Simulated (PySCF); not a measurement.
The PySCF input:
```python
from pyscf import gto, scf

mol = gto.M(
    atom='''
B    -0.000000    0.000000   -0.000000
F    -0.006598    1.300362   -0.000881
F     1.129442   -0.644465    0.003252
F    -1.122844   -0.655897   -0.002371
''',
    basis='cc-pvtz',
    charge=1,
    spin=1,
    verbose=3,
)

mf = scf.UHF(mol)
mf = mf.density_fit(auxbasis='def2-universal-jkfit')
mf.kernel()
```

**Question.** What is the computed HOMO energy (DF-HF/cc-pVTZ run with PySCF)?

**Answer.** -23.74 eV

**Question.** Predict the total energy from DF-HF/cc-pVTZ.

**Answer.** -322.7220 Eh

These values belong to the state on which the SCF converged, which isn't shown to be the lowest.
